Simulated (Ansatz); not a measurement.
Molecule: C2H3, charge 1, multiplicity 1. 
Coordinates optimised at B3LYP-D3(BJ)/def2-TZVP (Ansatz, a first-principles code):
```xyz
5

C      0.6664    -0.0823     0.0295
C     -0.5746     0.0710    -0.0254
H      1.7385    -0.2147     0.0769
H     -1.0222     1.0180    -0.3653
H     -1.2665    -0.7354     0.2640
```
Charge +1, spin multiplicity 1.

Basis-set convergence of Hartree-Fock and MP2 correlation energies (hartree) with Ansatz. Valence correlation only, unless marked. No spin-orbit coupling. Non-relativistic.

The T1 diagnostic of CCSD in the largest basis is 0.026, which is high, so the coupled-cluster rows are less sure than usual.

```tsv
basis	functions	E(HF)	E(corr, MP2)
aug-cc-pVDZ	73	-77.09474	-0.23369
aug-cc-pVTZ	161	___	___
```

Problem. Fill in the missing entries.

Solution. 
- aug-cc-pVTZ, E(HF): -77.11599
- aug-cc-pVTZ, E(corr, MP2): -0.28233
